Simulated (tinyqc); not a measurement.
Worked calculation: Pariser-Parr-Pople SCF with singles CI, for the molecule c1cnc[cH-]1 (SMILES; centres numbered as the heavy atoms are written). One step of it, computed by the program tinyqc.

Task: PPP integrals. Mataga-Nishimoto: gamma = 14.399645/(R + a), a = 2 x 14.399645/(gamma_rr + gamma_ss); H_rr = -W_r - sum_(s != r) z_s gamma_rs; H_rs = beta for bonds.

Centres (angstrom, eV; a flat drawing with bonds scaled to 1.40 angstrom):

| centre | x | y | core charge z | W | gamma_rr |
|---|---|---|---|---|---|
| 1C | 1.191000 | 0.000000 | 1 | 11.160000 | 11.130000 |
| 2C | 0.368000 | 1.133000 | 1 | 11.160000 | 11.130000 |
| 3N | -0.963000 | 0.700000 | 1 | 14.100000 | 12.300000 |
| 4C | -0.963000 | -0.700000 | 1 | 11.160000 | 11.130000 |
| 5C | 0.368000 | -1.133000 | 1 | 11.160000 | 11.130000 |

Resonance integrals (eV):

| i | j | beta |
|---|---|---|
| 1 | 2 | -2.390000 |
| 2 | 3 | -2.510000 |
| 3 | 4 | -2.510000 |
| 4 | 5 | -2.390000 |
| 5 | 1 | -2.390000 |

Give: repulsion gamma_rs; core matrix H.

Result:

repulsion gamma_rs (eV), lower triangle:
```
         1C       2C       3N       4C       5C
1C  11.1300
2C   5.3448  11.1300
3N   4.1212   5.4776  12.3000
4C   4.0464   4.0459   5.4769  11.1300
5C   5.3448   4.0451   4.1207   5.3462  11.1300
```

core matrix H (eV), lower triangle:
```
          1C        2C        3N        4C        5C
1C  -30.0172
2C   -2.3900  -30.0735
3N    0.0000   -2.5100  -33.2964
4C    0.0000    0.0000   -2.5100  -30.0754
5C   -2.3900    0.0000    0.0000   -2.3900  -30.0169
```
